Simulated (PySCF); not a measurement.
Orbital energies and ionisation energy

C2H4OS.
Structure used (PBE0-D3(BJ)/def2-SVP), in Å, numbered top down from 1:
```xyz
8
C2H4OS angstrom
C     -0.935    0.128   -0.247
O      0.419    0.171   -0.651
C      1.324   -0.427    0.104
S      2.915   -0.385   -0.175
H     -1.550    0.124   -1.155
H     -1.179    1.021    0.350
H     -1.150   -0.776    0.344
H      0.887   -0.978    0.959
```

Level: wB97X-D/def2-SVPD (PySCF). Frontier orbitals with their largest atomic shares (Löwdin; up to four atoms above 4 %):

| orbital | ε (eV) | main atoms |
| --- | --- | --- |
| HOMO−3 | -12.98 | O2 28 %, C1 24 %, C3 18 %, H6 13 % |
| HOMO−2 | -12.22 | O2 40 %, S4 24 %, C3 16 %, C1 8 % |
| HOMO−1 | -9.53 | S4 51 %, O2 22 %, C3 20 % |
| HOMO | -8.54 | ? |
| LUMO | 0.12 | C3 41 %, S4 37 %, O2 15 %, H8 4 % |
| LUMO+1 | 2.01 | C1 29 %, S4 25 %, H7 10 %, H6 9 % |
| LUMO+2 | 2.81 | S4 39 %, C1 12 %, H5 10 %, H6 9 % |

**Question.** What vertical ionisation energy does ΔSCF give, and how far is −ε(HOMO) from it?

**Answer.** ΔSCF: 9.08 eV (876 kJ/mol; threshold wavelength 137 nm); ⟨S²⟩ of the doublet left behind is 0.756, against 0.75 for a pure doublet. −ε(HOMO) is 8.54 eV, 0.54 eV below it. In exact Kohn–Sham theory the two would be equal; wB97X-D (range-separated hybrid) falls short of its own ΔSCF value by 6 %.

**Question.** On which atoms does the HOMO lie?

**Answer.** S4 (thiocarbonyl sulfur) 77 %, C3 (thiocarbonyl carbon) 16 %, so more than half of it is on one atom. The HOMO−1 lies 0.99 eV lower.

**Question.** How many of the 10 lowest singlet excitations (vertical TDDFT, same level) lie below the ionisation energy?

**Answer.** All 10; they run from 3.19 to 8.22 eV.

**Question.** Shift the occupied levels rigidly so that −ε(HOMO) equals the ΔSCF value. What binding energies result?

**Answer.** The shift is +0.54 eV: HOMO 9.08, HOMO−1 10.07, HOMO−2 12.76, HOMO−3 13.52 eV. A rigid shift is only a rough guide to the deeper ionisations.

**Question.** What kinetic energy would electrons from this vertical process carry with Lyman-α light (10.199 eV)?

**Answer.** 10.20 − 9.08 = 1.12 eV.

One conformer (not necessarily the lowest) at the PBE0-D3(BJ)/def2-SVP geometry, without solvent, vibrations or thermal averaging.
